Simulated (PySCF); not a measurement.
H3OP.
Geometry (GFN2-xTB, Å), atoms numbered from 1 in this order:
```xyz
5
H3OP angstrom
O      1.1234   -0.8041    0.6270
P      0.0496   -0.0339    0.0236
H     -0.8449    0.5371    0.9172
H      0.4562    1.0455   -0.7469
H     -0.7756   -0.7418   -0.8380
```

PySCF, density fitting, gas phase, GFN2-xTB geometry. The standard run uses grid level 2 after a coarse-grid start, the def2-universal JK fitting basis (with tight functions added where the orbital basis needs them), an energy threshold of 1e-9 Eh and DIIS. The changed runs have no coarse-grid stage.

Task: Standard PBE0/pcSseg-1: E = -418.121072 Eh, HOMO -8.121 eV, LUMO 0.674 eV, dipole 3.844 D, 11 cycles (coarse-grid cycles included). What changes at PBE0/pcSseg-1 with: energy threshold 1e-11 Eh, fitting basis def2-qzvpp-jkfit?

Result: E = -418.121085 Eh (-0.013 mEh), HOMO -8.121 eV (0.000), LUMO 0.674 eV (0.000), dipole 3.845 D (+0.001), 10 SCF cycles. The result matches the standard run within 0.02 mEh and 0.003 eV.

The cycles:
```
cycle   1  E = -417.9583986975  dE =  3.839e-01  |g| = 9.106e-01  |ddm| = 2.003e+00
cycle   2  E = -417.1263227763  dE =  8.321e-01  |g| = 2.141e+00  |ddm| = 3.447e+00
cycle   3  E = -418.1199975176  dE = -9.937e-01  |g| = 6.086e-02  |ddm| = 2.909e+00
cycle   4  E = -418.1210397848  dE = -1.042e-03  |g| = 1.319e-02  |ddm| = 9.460e-02
cycle   5  E = -418.1210848168  dE = -4.503e-05  |g| = 1.410e-03  |ddm| = 1.536e-02
cycle   6  E = -418.1210852966  dE = -4.798e-07  |g| = 5.263e-04  |ddm| = 2.315e-03
cycle   7  E = -418.1210853555  dE = -5.889e-08  |g| = 7.282e-05  |ddm| = 6.205e-04
cycle   8  E = -418.1210853564  dE = -8.362e-10  |g| = 7.724e-06  |ddm| = 8.806e-05
cycle   9  E = -418.1210853564  dE = -1.103e-11  |g| = 2.470e-06  |ddm| = 6.133e-06
cycle  10  E = -418.1210853564  dE = -1.137e-13  |g| = 2.008e-07  |ddm| = 2.217e-06
```
